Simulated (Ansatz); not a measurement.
This Ansatz (a program for electronic structure) input (PBE/6-311++G(2d,2p)) gives -151.07669 Eh with 74 basis functions. A basis named .json is the Basis Set Exchange file of that set (core-valence sets with the plain set on hydrogen).

Ansatz 0.2 input:
```yaml
crystal:
  periodic: [false, false, false]
  atoms:
    - {symbol: O, position_ang: [-0.02442974, 0.65299425, 0.02901803]}
    - {symbol: O, position_ang: [0.02442974, -0.65299425, -0.02901803]}
    - {symbol: H, position_ang: [0.92959641, 0.94278890, -0.02174973]}
    - {symbol: H, position_ang: [-0.92959641, -0.94278890, 0.02174973]}
basis:
  gaussian:
    orbitals: 6-311++G_2d_2p_.json
hamiltonian:
  xc: {name: PBE}
total_charge: 1
magnetization: {spin_polarized: true, initial_magnetization: 1}
```

Change:
```diff
- orbitals: 6-311++G_2d_2p_.json
+ orbitals: STO-3G
```

Q: What does the run give now?

A: -149.02620 Eh (PBE/STO-3G, 12 functions), a change of +2050.49 mEh.
